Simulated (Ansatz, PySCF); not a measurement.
Breaking a bond: H₂, singlet. Each curve is given relative to its own lowest point near equilibrium.

```csv
R / Å,A,B,C,D
0.60,0.661,0.629,0.465,0.629
0.64,0.338,0.314,0.204,0.314
0.68,0.137,0.121,0.058,0.121
0.70,0.074,0.062,0.021,0.062
0.73,0.016,0.012,0.000,0.012
0.75,0.000,0.000,0.007,0.000
0.78,0.003,0.011,0.043,0.011
0.80,0.021,0.034,0.083,0.034
0.82,0.050,0.068,0.132,0.068
0.86,0.136,0.165,0.257,0.165
0.93,0.353,0.404,0.539,0.404
1.01,0.667,0.747,0.924,0.747
1.13,1.199,1.332,1.566,1.332
1.24,1.695,1.890,2.150,1.972
1.32,2.042,2.290,2.477,2.551
1.50,2.742,3.137,2.963,3.368
1.66,3.248,3.805,3.210,3.759
1.87,3.741,4.546,3.388,4.028
2.00,3.958,4.928,3.451,4.119
2.24,4.224,5.489,3.516,4.209
2.61,4.416,6.033,3.554,4.262
2.97,4.484,6.258,3.567,4.278
```

Energies in eV.

Which curve belongs to which method? The methods are full CI/aug-cc-pVDZ, frozen core (Ansatz, a first-principles code); MP2 on RHF/aug-cc-pVDZ, frozen core (Ansatz); PySCF with unrestricted Hartree-Fock/LANL2DZ; Ansatz with MP2 on UHF/aug-cc-pVDZ, frozen core.

A is FCI; B is RMP2; C is UHF/LANL2DZ; D is UMP2.

The restricted form behind RMP2 keeps the bonding electrons paired and can't separate into open-shell fragments. The T1 diagnostic of CCSD on the restricted reference of RMP2 exceeds 0.045 at 1.87 to 2.97 Å. The unrestricted determinant behind UHF/LANL2DZ, UMP2 is spin-contaminated at 1.24 to 2.97 Å (<S²> up to 1.0, against 0.00 for a pure singlet).
